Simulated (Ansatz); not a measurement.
**Rhenium, hcp: convergence with Gaussian smearing**

Computed with Ansatz, r²SCAN, scalar-relativistic PAW, on the relaxed cell (a = 2.760 Å, c = 4.457 Å (c/a = 1.615); spin not included). Errors count from a run at 500 eV on a Γ-centred 21×21×12 mesh with Fermi-Dirac smearing of 0.1 eV, extrapolated to zero width. Fixed here: cutoff 500 eV, mesh 13×13×7. The SCF starts from atomic densities corrected by a trained network.

```tsv
width (eV)	E(σ→0) error (meV/atom)	F error (meV/atom)	P (GPa)	SCF iterations
0.01	0.2	0.2	-0.23	6
0.03	0.2	0.1	-0.22	6
0.1	0.3	-1.6	-0.23	6
0.2	0.4	-7.3	-0.09	6
0.3	0.5	-16.9	0.10	6
0.6	2.7	-71.1	0.84	6
1.0	3.9	-203.7	2.53	6
```
